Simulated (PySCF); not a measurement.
C5H8F (charge +1).
SMILES: `C=C(F)[C+](C)C`

Method: PBE0-D3(BJ)/def2-SVP geometry optimisation, gas phase (PySCF).

Take the most abundant isotopes and a rigid rotor. 

Task: What are A, B and C (cm⁻¹)?

Result: Ia = 103.59, Ib = 151.22, Ic = 248.72 u·Å²; 505379 MHz·u·Å²/I gives 4879, 3342 and 2032 MHz, that is A = 0.16274, B = 0.11147, C = 0.06778 cm⁻¹.

Task: Classify the top.

Result: An asymmetric top: κ = (2 × 3342 − 4879 − 2032)/(4879 − 2032) = -0.08.

Task: Is it planar, by Δ = Ic − Ia − Ib?

Result: Not planar: Δ = Ic − Ia − Ib = -6.09 u·Å². For a rigid frame Δ = −2 Σ m c², so Σ m c² = 3.05 u·Å² lies off the ab plane, practically all of it from hydrogen. The atom farthest from that plane is 0.92 Å away.

Task: Give the other two planar moments, Paa and Pbb, and the rms extents of the mass along the axes.

Result: Paa = Σ m a² = (Ib + Ic − Ia)/2 = 148.18 and Pbb = Σ m b² = (Ia + Ic − Ib)/2 = 100.54 u·Å². With the mass M = 87.06 u, the rms extents √(P/M) along a, b and c are 1.30, 1.07, 0.19 Å.

Task: List the rotational levels J(Ka,Kc) to J = 3 (MHz).

Result: Above 0(0,0):
J = 1: 1(0,1) 5374, 1(1,1) 6911, 1(1,0) 8221
J = 2: 2(0,2) 15569, 2(1,2) 16348, 2(1,1) 20278, 2(2,1) 24889, 2(2,0) 25441
J = 3: 3(0,3) 29922, 3(1,3) 30209, 3(1,2) 37907, 3(2,2) 41010, 3(2,1) 43332, 3(3,1) 52265, 3(3,0) 52427

Task: Which types of transition are allowed, and where do some lines up to J = 4 fall?

Result: The dipole components (about the centre of mass, as the species is charged) are |μa| = 2.37 D, |μb| = 2.37 D, |μc| = 0.01 D. The squared components, which scale the intensities, stand as 1.00 : 1.00 : 0.00 (a : b : c). Some lines, for components of 0.1 D or more:

```tsv
type	branch	J(Ka,Kc)	MHz	lower level (cm⁻¹)
a	Q	3(2,1) ← 3(2,2)	2321	1.368
b	Q	2(2,0) ← 2(1,1)	5163	0.676
b	Q	4(2,2) ← 4(1,3)	7127	2.015
a	Q	3(1,2) ← 3(1,3)	7698	1.008
b	Q	3(3,0) ← 3(2,1)	9095	1.445
a	R	2(1,2) ← 1(1,1)	9438	0.231
b	R	2(1,2) ← 1(0,1)	10975	0.179
b	Q	3(3,1) ← 3(2,2)	11255	1.368
a	R	2(1,1) ← 1(1,0)	12058	0.274
a	Q	4(1,3) ← 4(1,4)	12104	1.611
b	Q	4(3,2) ← 4(2,3)	12482	2.070
b	R	3(1,2) ← 2(2,1)	13018	0.830
b	Q	4(4,1) ← 4(3,2)	14717	2.486
b	R	4(1,3) ← 3(2,2)	19400	1.368
b	R	3(2,2) ← 2(1,1)	20732	0.676
b	R	4(2,3) ← 3(1,2)	24149	1.264
b	R	4(3,2) ← 3(2,1)	31207	1.445
```

Not checked by PBE0-D3(BJ)/def2-SVP frequencies. Zero-point vibration and centrifugal distortion are left out. A rigid rotor knows nothing of internal rotation, which can split or shift real lines.

Time: 42 s. Hardware: one thread, Arm Neoverse V1, no GPU, shared host. That covers the optimisation of the geometry.

The values belong to the conformer `[CH2:1]=[C:2]([F:3])[C+:4]([CH3:5])[CH3:6]`: C1–C2–C4–C5 179°.
